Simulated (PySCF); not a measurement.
Gas-phase reaction: 4 (CH3)2SiH2 ⇌ 3 CH3SiH3 + SiH2 + CH3C(CH3)2CH3

Computed with PySCF (xtb for GFN2) and rigid-rotor harmonic-oscillator thermochemistry at 1 bar. † marks an energy on the PBE0/def2-TZVP geometry and frequencies; other levels use their own. MP2 freezes the core. All species are closed-shell singlets. MP2 isn't extrapolated to the basis-set limit; its ΔH°(298 K) is 325.9 kJ in def2-SVP and 381.0 kJ in def2-TZVPP. The harmonic model lacks anharmonicity and excited electronic states, which grow with temperature; levels with a mode under 35 cm⁻¹ are left out. Internal rotation in (CH3)2SiH2, CH3SiH3, CH3C(CH3)2CH3 is treated as a harmonic vibration of one conformer, which makes the entropy rough.

| level | ΔE electronic, kJ | ΔH°(298 K), kJ | ΔS°(298 K), J/K | ΔG°(1000 K), kJ |
|---|---|---|---|---|
| BLYP/def2-TZVP† | 370 | 354 | 90 | 273 |
| GFN2-xTB | 99 | 81 | 79 | 9 |
| M06-2X/def2-TZVP† | 388 | 372 | 90 | 291 |
| MP2/def2-TZVPP† | 397 | 381 | 90 | 300 |
| PBE0/def2-SVP† | 376 | 360 | 90 | 279 |
| r2SCAN/def2-TZVP† | 419 | 403 | 90 | 322 |
| LDA/def2-TZVP† | 407 | 391 | 90 | 310 |
| ωB97X-V/def2-TZVP† | 393 | 377 | 90 | 296 |
ΔH° is lowest at GFN2-xTB and highest at r2SCAN/def2-TZVP†. No reference value is set beside these.
